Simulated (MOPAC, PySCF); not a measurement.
Cl₄Si, SMILES `Cl[Si](Cl)(Cl)Cl`, neutral singlet in the gas phase. 

Cartesian coordinates (Å):
```xyz
5

Cl    -1.4778    -0.4390    -1.3080
Si     0.0001     0.0000    -0.0001
Cl     0.0314     1.9932     0.3370
Cl    -0.3299    -0.9729     1.7412
Cl     1.7765    -0.5812    -0.7709
```
Charge 0, multiplicity 1.

All levels are single points at this geometry (CAM-B3LYP-D3(BJ)/def2-TZVP); Pople sets use spherical d functions. Orbital energies aren't observables, and empty levels follow the basis.

```csv
level,HOMO (eV),LUMO (eV),gap (eV),dipole (D),"vertical IE, Delta-SCF (eV)"
CAM-B3LYP-D3(BJ)/def2-TZVP in PySCF,-10.90,0.57,11.47,0.00,11.86
TPSSh-D3(BJ)/def2-TZVP in PySCF,-8.79,-0.98,7.82,0.00,11.18
B3LYP/LANL2DZ in PySCF,-9.81,-1.83,7.98,0.00,–
SVWN5/6-31G* in PySCF,-8.30,-1.96,6.34,0.00,–
HF/6-31G* in PySCF,-13.07,3.30,16.37,0.00,12.32
AM1 in MOPAC,-13.00,-1.65,11.35,0.00,–
```
